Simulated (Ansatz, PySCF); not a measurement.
This Ansatz (a program for electronic structure) input computes a B3LYP/def2-TZVPD energy:

Ansatz 0.2 input:
```yaml
crystal:
  periodic: [false, false, false]
  atoms:
    - {symbol: C, position_ang: [-0.00541272, 0.00514807, 0.86088345]}
    - {symbol: C, position_ang: [-0.00020344, -0.64634739, -0.49579893]}
    - {symbol: C, position_ang: [0.00648613, 0.64037189, -0.50345144]}
    - {symbol: H, position_ang: [0.90225350, 0.00400638, 1.46236727]}
    - {symbol: H, position_ang: [-0.92057007, 0.01341463, 1.45085018]}
    - {symbol: H, position_ang: [-0.00162276, -1.57792247, -1.03216063]}
    - {symbol: H, position_ang: [0.01471952, 1.56546606, -1.05085530]}
basis:
  gaussian:
    orbitals: def2-TZVPD
hamiltonian:
  xc: {name: B3LYP}
output: {forces: true}
```

Q: Write an input for the same energy in PySCF and say what it gives.

A: 
```python
from pyscf import gto, scf, dft

mol = gto.M(
    atom='''
    C    -0.00541272    0.00514807    0.86088345
    C    -0.00020344   -0.64634739   -0.49579893
    C     0.00648613    0.64037189   -0.50345144
    H     0.90225350    0.00400638    1.46236727
    H    -0.92057007    0.01341463    1.45085018
    H    -0.00162276   -1.57792247   -1.03216063
    H     0.01471952    1.56546606   -1.05085530
    ''',
    basis='def2-tzvpd',
    charge=0,
    spin=0,
    verbose=4,
)

mf = dft.RKS(mol, xc='b3lyp').density_fit(auxbasis='def2-universal-jkfit')
mf.grids.level = 3
mf.conv_tol = 1e-9
mf.max_cycle = 100
mf.max_memory = 1500
mf.kernel()
if not mf.converged:
    mf = mf.newton()
    mf.kernel(mf.make_rdm1())
mf.analyze()
```
It gives -116.66766 Eh, and Ansatz -116.66760 Eh, a difference of 0.06 mEh, from the treatment of integrals and grids.
